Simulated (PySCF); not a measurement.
## Computed NMR parameters against published values

Geometry:
```
atom   x (Å)   y (Å)   z (Å)
  S1   2.270   0.711  -0.439
  C2   1.083  -0.465   0.319
  C3   0.130   0.225   1.287
  C4  -1.003   0.767   0.406
  C5  -0.988  -0.081  -0.882
  C6   0.154  -1.092  -0.714
  H7   1.353   1.509  -0.978
  H8   1.730  -1.194   0.807
  H9  -0.255  -0.519   1.987
 H10   0.622   1.009   1.861
 H11  -1.962   0.698   0.919
 H12  -0.833   1.818   0.173
 H13  -1.937  -0.591  -1.038
 H14  -0.810   0.550  -1.753
 H15   0.665  -1.305  -1.652
 H16  -0.227  -2.033  -0.313
```

The experiment to reproduce: δ ¹³C C2 38.3; C3/C6 37.7; C4/C5 24.6 ppm (measured; solution, not stated per compound (mostly CDCl3 or CCl4); Pretsch, Buehlmann, Badertscher, Structure Determination of Organic Compounds, 4th ed. (2009)).

[PySCF 2.14.0 with density-fitted response routines: structure optimised with GFN2-xTB; shielding tensors at PBE0/pcSseg-1 (GIAO); averaged over atoms made equivalent by symmetry, fast rotation or ring inversion; relativity neglected; a single conformation; in vacuum]

Task: What does the calculation give, and how does it compare?

Result: 
Reference values: measured (solution, not stated per compound (mostly CDCl3 or CCl4); Pretsch, Buehlmann, Badertscher, Structure Determination of Organic Compounds, 4th ed. (2009)).
```csv
atoms,quantity,reference,computed,"computed, scaled"
C2,δ ¹³C,38.3,48.1,44.9
C3/C6,δ ¹³C,37.7,40.4,37.3
C4/C5,δ ¹³C,24.6,23.0,20.3
```

Computed shifts are σ(ref) − σ with the named reference compound (TMS for H and C) calculated as an isolated molecule at the same level. The measured values may be among those fitted. Empirical linear scaling, fitted to shifts measured mostly in CDCl3 for H and C (δ vs TMS): ¹³C: δ = 180.61 − 0.978σ (rms 2.1 ppm, 210 shifts, 2.3 ppm with the 2 outliers that the fit left out). A few per cent of atoms miss by over 2 rms, more outside the fitted compound classes.

Task: How far are the unscaled ¹³C shifts from the references?

Result: Mean signed difference +3.63 ppm, mean absolute 4.70 ppm over 3 comparisons; the largest is +9.8 ppm at C2 (sp3 CH bonded to S).
